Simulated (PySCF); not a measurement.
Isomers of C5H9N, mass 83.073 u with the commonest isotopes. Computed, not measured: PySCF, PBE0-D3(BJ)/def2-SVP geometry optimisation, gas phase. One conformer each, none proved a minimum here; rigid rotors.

Question: Order these by rotational constant C, smallest first.
A. `[H]/[N:6]=[C:4](\[C:2](=[CH2:1])[CH3:3])[CH3:5]` with C1–C2–C4–C5 141°
B. `[CH3:1][CH2:2][CH2:3][CH2:4][C:5]#[N:6]` with C1–C2–C3–C4 180°, C2–C3–C4–C5 180° (pentanenitrile)
C. `[CH3:1][CH2:2][C@@H:3]([CH3:4])[C:5]#[N:6]` with C1–C2–C3–C4 177° (2-methylbutanenitrile)
D. `[CH2:1]=[C:2]1[CH2:3][C@H:4]1[CH2:5][NH2:6]` with C3–C4–C5–N6 -86°, C4–C5–N6–H 180° and 63°
E. `[C-]#[N+]C(C)(C)C`
F. `[CH3:1][C@H:2]1[CH:3]=[N:4][CH2:5][CH2:6]1` with C1–C2–C3–N4 138°, C3–N4–C5–C6 -14°, N4–C5–C6–C2 21°, C1–C2–C6–C5 -144°
G. 2-methyl-1-pyrroline, `CC1=NCCC1`

Answer: B (1261 MHz), D (1819 MHz), C (1920 MHz), A (2160 MHz), G (2336 MHz), F (2435 MHz), E (2942 MHz).

Question: Order these by dipole moment, smallest first.
A. `[NH:1]=[C:2]1[CH2:3][CH2:4][CH2:5][CH2:6]1` with N1–C2–C3–C4 168°, C2–C3–C4–C5 32°, C3–C4–C5–C6 -40°, C4–C5–C6–C2 32°
B. `[CH3:1][CH2:2][C@@H:3]([CH3:4])[C:5]#[N:6]` with C1–C2–C3–C4 177°
C. `[CH3:1][C@H:2]1[CH:3]=[N:4][CH2:5][CH2:6]1` with C1–C2–C3–N4 138°, C3–N4–C5–C6 -14°, N4–C5–C6–C2 21°, C1–C2–C6–C5 -144°
D. `CC1=NCCC1` (2-methyl-1-pyrroline)
E. `[CH3:1][CH2:2][CH2:3][CH2:4][C:5]#[N:6]` with C1–C2–C3–C4 180°, C2–C3–C4–C5 180°
F. `[CH2:1]=[C:2]1[CH2:3][C@H:4]1[CH2:5][NH2:6]` with C3–C4–C5–N6 -86°, C4–C5–N6–H 180° and 63°

Answer: F (1.28 D), D (1.99 D), C (2.18 D), A (2.32 D), B (3.88 D), E (4.13 D).

Question: Order these by radius of gyration √(Σ m r²/M), smallest first.
A. `[CH3:1][C@H:2]1[CH:3]=[N:4][CH2:5][CH2:6]1` with C1–C2–C3–N4 138°, C3–N4–C5–C6 -14°, N4–C5–C6–C2 21°, C1–C2–C6–C5 -144°
B. `[CH3:1][CH2:2][CH2:3][CH2:4][C:5]#[N:6]` with C1–C2–C3–C4 180°, C2–C3–C4–C5 180° (pentanenitrile)
C. `[CH2:1]=[C:2]1[CH2:3][C@H:4]1[CH2:5][NH2:6]` with C3–C4–C5–N6 -86°, C4–C5–N6–H 180° and 63°
D. `[C-]#[N+]C(C)(C)C`
E. `[CH3:1][CH2:2][C@@H:3]([CH3:4])[C:5]#[N:6]` with C1–C2–C3–C4 177° (2-methylbutanenitrile)
F. 2-methyl-1-pyrroline, `CC1=NCCC1`
G. `[H]/[N:6]=[C:4](\[C:2](=[CH2:1])[CH3:3])[CH3:5]` with C1–C2–C4–C5 141°

Answer: A (1.619 Å), F (1.637 Å), D (1.654 Å), G (1.727 Å), E (1.816 Å), C (1.864 Å), B (2.213 Å).

```csv
SMILES,point group,Ia (u·Å²),Ib (u·Å²),Ic (u·Å²),κ,μa (D),μb (D),μc (D)
C[C@H]1C=NCC1,C1,72.03,156.13,207.57,-0.65,1.72,1.22,0.55
C=C1C[C@H]1CN,C1,56.32,242.92,277.77,-0.93,0.43,0.15,1.20
CC1=NCCC1,near Cs,70.73,158.21,216.37,-0.64,0.22,1.98,0.03
CCCCC#N,Cs,32.94,380.37,400.73,-0.99,3.81,1.59,0.00
CC[C@@H](C)C#N,C1,123.83,160.89,263.21,0.13,2.22,3.13,0.57
N=C1CCCC1,–,76.29,151.50,210.26,-0.56,1.88,1.35,0.11
[C-]#[N+]C(C)(C)C,C3v,111.33,171.67,171.76,-1.00,4.01,0.00,0.00
[H]/N=C(/C)C(=C)C,C1,104.09,157.57,233.96,-0.22,2.10,1.14,0.23
```
